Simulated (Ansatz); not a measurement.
A made-up structure of BSi₂H₇, singlet:

```xyz
10
angstrom
B 0.2052 0.9726 -0.2340
Si -1.6601 0.5280 -0.7616
Si 0.9897 -1.0491 0.6865
H -2.7302 0.6544 0.1633
H -1.9423 -0.0410 -2.0316
H 0.2979 1.7771 0.5825
H 0.9027 1.2420 -1.1077
H 0.9296 -2.1384 -0.3244
H 0.1603 -1.4430 1.8566
H 2.3999 -0.8896 1.1329
```

It is relaxed with PBE-D4/def2-SVP and then PBE0-D4/def2-TZVP (Ansatz 0.2.0). Atoms count as bonded within 1.22 times the sum of their covalent radii (H–H: 0.88 Å). The end point is not checked to be a true minimum.

**Question.** Does its bonding change? (Judge from chemistry; the calculation decides.)

**Answer.** By the calculation: Yes. Formed: Si2–Si3; broken: B1–Si3.

Where it ends: The first stage lowers the energy by 1.03 eV in 17 steps. It ends as BSi₂H₇ ([BH2][SiH2][SiH3]):
```csv
atom,x (Å),y (Å),z (Å)
B1,0.3355,1.4972,-0.3554
Si2,-1.1627,0.2484,-0.4947
Si3,0.3735,-1.2454,0.5288
H4,-2.3450,0.4143,0.3876
H5,-1.5547,-0.2871,-1.8226
H6,0.5205,2.1033,0.6587
H7,1.1838,1.5147,-1.1979
H8,0.6636,-2.4063,-0.3517
H9,-0.1224,-1.7042,1.8520
H10,1.6607,-0.5220,0.7575
```

Labels in which every atom is bracketed show which atoms are joined, not bond orders.

For scale, one of the runs: PBE0-D4/def2-TZVP relaxation, 147 basis functions, launched by `ansatz run in.yaml --threads 2 --pin off --events-out ev --progress --plain --max-ram 4352MiB`. Hardware: 2 CPU threads of an Arm Neoverse V1, shared host. Wall time about 27 s.
